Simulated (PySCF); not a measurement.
Atomic charges against the basis set

Acetyl chloride, C2H3ClO.
Geometry (PBE0-D3(BJ)/def2-SVP, Å), atoms numbered from 1 in this order:
```
atom  x, y, z in Å
C1    -0.5855   -0.0742   -0.0357
C2     0.8549    0.2830   -0.2127
O3     1.3142    1.3510   -0.4247
Cl4    1.9163   -1.1583   -0.0649
H5    -1.2002    0.8293   -0.1296
H6    -0.7297   -0.5385    0.9506
H7    -0.8746   -0.8183   -0.7919
```

PBE0 throughout (PySCF), one geometry, spherical d and f functions. Geometry: PBE0-D3(BJ)/def2-SVP; no solvent, vibrations or thermal averaging. Atoms taken as equivalent share a column and are averaged.

Mulliken charges (e):

```json
{"basis": "pcSseg-0", "functions": "46", "C1": "-0.662", "C2": "+0.201", "O3": "-0.366", "Cl4": "-0.016", "H5/H6/H7": "+0.281"}
{"basis": "cc-pVDZ", "functions": "75", "C1": "-0.048", "C2": "+0.031", "O3": "-0.131", "Cl4": "-0.122", "H5/H6/H7": "+0.090"}
{"basis": "aug-cc-pVDZ", "functions": "123", "C1": "+0.532", "C2": "+0.066", "O3": "-0.414", "Cl4": "-0.131", "H5/H6/H7": "-0.017"}
{"basis": "cc-pVTZ", "functions": "166", "C1": "-0.263", "C2": "+0.209", "O3": "-0.179", "Cl4": "-0.154", "H5/H6/H7": "+0.129"}
{"basis": "IGLO-III", "functions": "179", "C1": "-0.379", "C2": "+0.319", "O3": "-0.361", "Cl4": "-0.028", "H5/H6/H7": "+0.150"}
```

IAO charges (e):

```csv
basis,functions,C1,C2,O3,Cl4,H5/H6/H7
pcSseg-0,46,-0.478,+0.323,-0.291,-0.111,+0.186
cc-pVDZ,75,-0.468,+0.382,-0.324,-0.125,+0.178
aug-cc-pVDZ,123,-0.475,+0.394,-0.344,-0.123,+0.183
cc-pVTZ,166,-0.480,+0.395,-0.343,-0.121,+0.183
IGLO-III,179,-0.479,+0.391,-0.349,-0.113,+0.183
```

Hirshfeld charges (e):

```csv
basis,functions,C1,C2,O3,Cl4,H5/H6/H7
pcSseg-0,46,-0.101,+0.191,-0.182,-0.087,+0.060
cc-pVDZ,75,-0.106,+0.190,-0.181,-0.090,+0.062
aug-cc-pVDZ,123,-0.120,+0.183,-0.200,-0.063,+0.067
cc-pVTZ,166,-0.115,+0.188,-0.195,-0.074,+0.066
IGLO-III,179,-0.122,+0.180,-0.205,-0.049,+0.066
```

ESP-fitted charges (e):

```
      basis  functions      C1      C2      O3     Cl4  H5/H6/H7
   pcSseg-0         46  -0.577  +0.726  -0.447  -0.248    +0.182
    cc-pVDZ         75  -0.325  +0.476  -0.338  -0.185    +0.124
aug-cc-pVDZ        123  -0.377  +0.518  -0.376  -0.177    +0.138
    cc-pVTZ        166  -0.384  +0.510  -0.365  -0.177    +0.139
   IGLO-III        179  -0.326  +0.470  -0.370  -0.150    +0.126
```

Some averages cover members that differ in this geometry, most widely: H5/H6/H7, Mulliken in aug-cc-pVDZ -0.090 to +0.019; H5/H6/H7, ESP-fitted in IGLO-III +0.116 to +0.144; H5/H6/H7, ESP-fitted in aug-cc-pVDZ +0.129 to +0.154 e.

Task: Which scheme is steadiest as the basis changes?

Result: Largest range over the bases for any column: Hirshfeld 0.04 e, IAO 0.07 e, ESP-fitted 0.26 e, Mulliken 1.19 e. Hirshfeld charges move least and Mulliken charges most, counted in e.

Task: How much do the charges still move between the two largest bases, cc-pVTZ and IGLO-III?

Result: At most, over all atoms: Mulliken 0.183 e, IAO 0.009 e, Hirshfeld 0.025 e, ESP-fitted 0.057 e.

Task: What do the same runs give for the total energy, the frontier levels and the dipole moment?

Result: 
```
      basis  energy (Eh)  HOMO (eV)  LUMO (eV)  μ (D)
   pcSseg-0    -612.2253      -8.74      -1.24   3.07
    cc-pVDZ    -613.1403      -8.41      -0.80   2.72
aug-cc-pVDZ    -613.1541      -8.64      -1.14   2.82
    cc-pVTZ    -613.2016      -8.56      -0.99   2.77
   IGLO-III    -613.1988      -8.58      -1.05   2.77
```

The dipole is fixed by the density alone, so its range of 0.35 D shows that the density itself changes with the basis, not only its division among atoms.
